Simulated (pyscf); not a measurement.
Thermochemistry of product channels of `[SiH3][GeH3]` + `[F]` [doublet] on the doublet surface, in kJ/mol, from CCSD(T)/def2-TZVPP + ΔMP2(QZVPP) energies (ideal gas, 1 atm, RRHO with modes under 100 cm⁻¹ raised to 100, one conformer, R ln 2 for chiral ones without a mode under 150 cm⁻¹). PySCF, gas phase, ωB97X-D3(BJ)/def2-SVP geometries. Correlated levels are frozen-core, on RHF or UHF. ΔMP2 is the change of the MP2 total energy from the triple- to the quadruple-zeta basis.

```tsv
products	ΔE	ΔH(298 K)	ΔG(900 K)	ΔG(1200 K)
`[F][SiH3]` + `[GeH3]` [doublet]	-316.5	-317.6	-334.7	-336.9
`[SiH3]` [doublet] + `[F][GeH3]`	___	-221.3	-239.6	___
```

Some entries are withheld; supply them.


- `[SiH3]` [doublet] + `[F][GeH3]`, ΔE: -218.2
- `[SiH3]` [doublet] + `[F][GeH3]`, ΔG(1200 K): -242.6

These are energies of the channels, which say nothing of barriers. The CCSD(T) − MP2 part came from Ansatz, without density fitting, on the same reference. The frozen core leaves the outer d or s,p core shells of the metals and heavy elements correlated in the MP2 and CC values, and def2-TZVPP describes them poorly, which can shift differences by a few kcal/mol. Left out: orbital degeneracy and the spin-orbit lowering of F. Elements up to Kr have no core potential and no relativistic terms here.
